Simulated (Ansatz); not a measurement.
in.yaml

```yaml
crystal:
  periodic: [false, false, false]
  atoms:
    - {symbol: O, position_ang: [-1.259099, 0.000385, 0.000000]}
    - {symbol: H, position_ang: [-1.508409, 0.926961, 0.000000]}
    - {symbol: H, position_ang: [0.253901, 0.000385, 0.000000]}
    - {symbol: O, position_ang: [1.243901, 0.000385, 0.000000]}
    - {symbol: H, position_ang: [1.495760, -0.939565, 0.000000]}
basis:
  gaussian: {orbitals: cc-pVDZ}
magnetization: {spin_polarized: true, initial_magnetization: 1}
correlation: {method: ccsd_t, electrons: outside_noble_gas}
```

```sh
$ ansatz run in.yaml --threads 1 --pin off --events-out ev --progress --plain --max-ram 2393MiB
```

The program prints:

```
388 factors; integrals over basis functions are off by at most 1.5e-3 eV
mean field evaluation 1: about -4117.6100 eV, gradient 2.4e1 eV
mean field evaluation 2: about -4117.6336 eV, gradient 2.4e1 eV
mean field evaluation 4: about -4120.0218 eV, gradient 2.5e0 eV
mean field evaluation 8: about -4120.0937 eV, gradient 1.3e-1 eV
mean field evaluation 16: about -4119.4524 eV, gradient 1.2e1 eV
mean field evaluation 32: about -4119.9652 eV, gradient 7.1e-6 eV
mean field evaluation 64: about -4119.9652 eV, gradient 5.4e-2 eV
mean field evaluation 96: about -4117.6721 eV, gradient 2.2e1 eV
mean field evaluation 128: about -4116.1879 eV, gradient 2.7e-3 eV
mean field -4120.09395965 eV, -151.4106603172 hartree, gradient 2.1e-6 eV, S^2 0.755117; 7 other end points of the search recorded, 0 dependent functions left out
determinant -4120.09395965 eV, -151.4106603172 hartree, with singles and doubles -4130.42637297 eV, -151.7903695030 hartree
determinant -4119.96518679 eV, -151.4059280017 hartree, with singles and doubles -4130.36283277 eV, -151.7880344440 hartree
determinant -4120.09395965 eV, -151.4106603172 hartree, with singles and doubles -4130.42818496 eV, -151.7904360925 hartree
determinant -4119.96518679 eV, -151.4059280017 hartree, with singles and doubles -4130.36435682 eV, -151.7880904517 hartree
2 core orbitals not correlated: weight in the atoms' cores, before any rotation towards them, 1.000 or more for the frozen orbitals, at most 0.000 for the correlated occupied ones
reference -4120.09395965 eV, -151.4106603172 hartree; 8, 7 occupied and 33, 34 virtual orbitals, 388 factors
second order -9.70031961 eV of doubles, -0.00000000 eV of singles
cycle   1  -10.33422596 eV  change   -6.5e-7 eV  update   1.3e-6
perturbative correction -0.15142011 eV, -0.0055645865 hartree
Total energy: -4130.57960572 eV, -151.7960007028 hartree
```

For the same geometry and basis UCCSDT(Q) lies 32.7 meV lower.

Ran on 1 thread of Intel Xeon 6975P-C, shared host: 2.5 s wall, 0.15 GiB peak host memory.
